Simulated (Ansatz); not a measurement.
System: bcc Cs. Method: PBEsol+SOC in Ansatz (PAW).

Run with plane-wave cutoff 520 eV, 14×14×14 k mesh, Fermi–Dirac smearing 0.05 eV, PAW data made under PBE.

Cell (relaxed at this level):

```xyz
1
Lattice="-3.0046 3.0046 3.0046 3.0046 -3.0046 3.0046 3.0046 3.0046 -3.0046" Properties=species:S:1:pos:R:3 pbc="T T T"
Cs     0.0000     0.0000     0.0000
```

Q: Estimate the bulk modulus and pressure derivative B′ of the bulk modulus that the calculation returns.

A: 
- bulk modulus = 2.06 GPa
- pressure derivative B′ of the bulk modulus = 3.2

The run finds no gap.

Measured, for comparison: bulk modulus 2.11 GPa (corrected for temperature and zero-point phonon effects, our sources range from 2.11 to 2.35; as tabulated in Levämäki et al. (2014), arXiv:1402.3671). Computed (rounded) less measured: bulk modulus -2 % (-2 % to -12 % over the range).

The computed numbers hold no vibrational or temperature effects.

Computing time: roughly 5 core-minutes.

Ansatz is a quantum-chemistry and plane-wave program.
